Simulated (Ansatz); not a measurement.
**What a trial cell of Mg2Br3 relaxes into**

Level of theory: DFT PBE, scalar-relativistic, plane waves, PAW in Ansatz 0.2.0. Cutoff 420 eV, Γ-centred k mesh, Gaussian smearing, no spin polarisation in the final step.

The start puts Mg2Br3 on the A-type sesquioxide structure type (P-3m1, No. 164), with Mg in place of La, Br in place of O, at a guessed volume.

```yaml
crystal:
  lattice:
    - [4.50826, 0.00000, 0.00000]
    - [-2.25413, 3.90427, 0.00000]
    - [0.00000, 0.00000, 7.01413]
  atoms:
    - { symbol: Mg, position: [0.33333, 0.66667, 0.24500] }
    - { symbol: Mg, position: [0.66667, 0.33333, 0.75500] }
    - { symbol: Br, position: [0.00000, 0.00000, 0.00000] }
    - { symbol: Br, position: [0.33333, 0.66667, 0.64500] }
    - { symbol: Br, position: [0.66667, 0.33333, 0.35500] }
```

Cell and atoms relax at zero pressure; the relaxation can't lower the symmetry of the start. After a coarse first stage the cell is made exact in the group found at 0.06 Å.

The zero of energy is the elements' standard structures at the same level; no fitted shifts are applied.

Q: What does it relax into?

A: It keeps P-3m1 (No. 164), but not the shape of the type it started on. Conventional cell: a = 4.113 Å, c = 10.471 Å. Mg has 3 Br at 2.74 Å and 3 Br at 2.99 Å; Br on Wyckoff site a (1 atom of the primitive cell) is coordinated by 6 Mg at 2.99 Å; Br on Wyckoff site d (2 atoms of the primitive cell) has 3 Mg at 2.74 Å.

```cif
data_structure
_symmetry_space_group_name_H-M 'P-3m1'
_symmetry_Int_Tables_number 164
_cell_length_a 4.1128
_cell_length_b 4.1128
_cell_length_c 10.4711
_cell_angle_alpha 90.000
_cell_angle_beta 90.000
_cell_angle_gamma 120.000
_cell_volume 153.39
loop_
_atom_site_label
_atom_site_type_symbol
_atom_site_symmetry_multiplicity
_atom_site_Wyckoff_symbol
_atom_site_fract_x
_atom_site_fract_y
_atom_site_fract_z
_atom_site_occupancy
Mg1 Mg 2 d 0.33333 0.66667 0.17295 1
Br1 Br 1 a 0.00000 0.00000 0.00000 1
Br2 Br 2 d 0.33333 0.66667 0.69671 1
```

Q: What are its volume, energy, density and gap?

A: The volume per atom is 30.7 Å³ and the density is 3.1 g/cm³. The energy over the elements is -1.04 eV/atom. The gap on the 12×12×4 mesh is 0 eV (a metal).

The final run used a 12×12×4 mesh on its 5-atom cell and 0.10 eV smearing. For metals, differences of a few meV/atom aren't resolved. No dispersion correction is applied, so the spacing between layers, chains or molecules is poorly fixed, and with it the volume and density. A structure relaxed within its symmetry needn't be a true minimum. The steps took roughly 110 core-seconds in all.

Cost: 3 runs of about 1.8 core-minutes in all, on Intel Xeon Platinum 8581C (Emerald Rapids) (shared hosts).